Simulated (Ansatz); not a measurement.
# C₂H₃NO: a ladder of functionals and wavefunction methods

How much do the methods differ for C₂H₃NO? The plan is to run it at one geometry with functionals of several rungs and with coupled cluster, and see how far each lands from CCSD(T) at the basis-set limit for the atomisation energy.

Method: functionals in def2-TZVPP, the program's frozen cores in correlated methods; program: Ansatz 0.2.0, Gaussian basis.

The runs, in order: LDA (SPW92), PBE-D4, revPBE-D4, BLYP-D4, r2SCAN-D4, B97M-V, PBE0-D4, B3LYP-D4, r2SCANh-D4, r2SCAN0-D4, HSE06-D4, BHLYP-D4, CAM-B3LYP-D4, LC-ωPBE, ωB97X-V, ωB97M-V, B2PLYP, PBE-QIDH; CCSD(T)/def2-SVP; CCSD(T)/def2-TZVPP; MP2/def2-QZVPP; extrapolation to the limit; RPA on PBE.

### Step 1. Structure used throughout

An earlier PBE0-D4 in a triple-zeta def2 set relaxation fixed the geometry.

SMILES `NC#CO`, 7 atoms, charge 0, spin multiplicity 1.

Atoms are counted from 1 here; the program's logs count them from 0.

Bond lengths: N1–C2 1.351 Å, N1–H5 1.009 Å, N1–H6 1.009 Å, C2–C3 1.200 Å, C3–O4 1.311 Å, O4–H7 0.964 Å. Angles: C2–N1–H5 114.8°, C2–N1–H6 114.9°, H5–N1–H6 111.6°, N1–C2–C3 175.4°, C2–C3–O4 173.6°, C3–O4–H7 109.7°.

### Step 2. LDA

This LDA is Slater exchange with PW92 correlation.

The input, in.yaml:

```yaml
crystal:
  periodic: [false, false, false]
  atoms:
    - {symbol: N, position_ang: [-0.577509, 1.461705, -0.134949]}
    - {symbol: C, position_ang: [-0.118437, 0.196795, -0.019163]}
    - {symbol: C, position_ang: [0.377628, -0.892684, 0.066457]}
    - {symbol: O, position_ang: [0.783568, -2.133936, 0.184948]}
    - {symbol: H, position_ang: [-1.182788, 1.622337, -0.926115]}
    - {symbol: H, position_ang: [-0.961100, 1.852923, 0.712301]}
    - {symbol: H, position_ang: [1.739936, -2.175239, 0.070821]}
basis:
  gaussian: {orbitals: def2-TZVPP}
hamiltonian: {xc: lda}
output: {orbitals: {seedname: orbitals}}
```

Started as:

```console
$ ansatz run in.yaml --threads 2 --pin off --events-out ev --progress --plain --max-ram 4352MiB
```

Further steps of the session: PBE-D4 (GGA); revPBE-D4 (GGA); BLYP-D4 (GGA); r2SCAN-D4 (meta-GGA); B97M-V (meta-GGA); PBE0-D4 (hybrid); B3LYP-D4 (hybrid); r2SCANh-D4 (hybrid); r2SCAN0-D4 (hybrid); HSE06-D4 (hybrid); BHLYP-D4 (hybrid); CAM-B3LYP-D4 (range-separated); LC-ωPBE (range-separated); ωB97X-V (range-separated); ωB97M-V (range-separated); B2PLYP (double hybrid); PBE-QIDH (double hybrid); CCSD(T) in def2-SVP; CCSD(T) in def2-TZVPP; MP2 in def2-QZVPP; RPA on PBE orbitals.

**Question.** What will the summary of the whole plan be? Wanted: atomisation energy, CCSD(T)/CBS; farthest beyond LDA; mean size of error, GGA; mean size of error, meta-GGA; mean size of error, hybrid; mean size of error, range-separated; mean size of error, double hybrid; gap, smallest and largest; T1 diagnostic.

**Answer**, as computed:

| quantity | value |
| --- | --- |
| atomisation energy, CCSD(T)/CBS | 28.792 eV |
| functionals within 0.144 eV (0.5 %) | r2SCAN-D4, B97M-V, ωB97X-V, B2PLYP |
| farthest beyond LDA | PBE-D4 (+1.559 eV) |
| mean size of error, GGA | 0.874 eV |
| mean size of error, meta-GGA | 0.051 eV |
| mean size of error, hybrid | 0.569 eV |
| mean size of error, range-separated | 0.219 eV |
| mean size of error, double hybrid | 0.136 eV |
| gap, smallest and largest | 4.46 eV (BLYP-D4), 11.73 eV (LC-ωPBE) |
| T1 diagnostic | 0.0126 |
| triples share of the correlation energy | 4.2 % |

The LDA atomisation energy is off by 5.873 eV (20 %): it overbinds. PBE-D4 misses by +1.559 eV. Double hybrids carry the basis error of their MP2 part in triple zeta, and no dispersion term here, so their miss is partly the set-up's. The rungs meta-GGA, double hybrid miss on average by less than the doubt on the reference (0.144 eV), so they tie; GGA functionals have the largest mean beyond LDA (0.874 eV). Misses under about 0.144 eV are within the doubt on the reference itself, which lacks core-valence correlation, relativity and higher excitations. Hartree-Fock recovers 64 % of the binding; the rest is correlation. CCSD(T) in def2-SVP is off by -1.813 eV, more than most functionals: a good method in a small basis is no reference. Orbital gaps span 4.5 to 11.7 eV; exact exchange widens them.
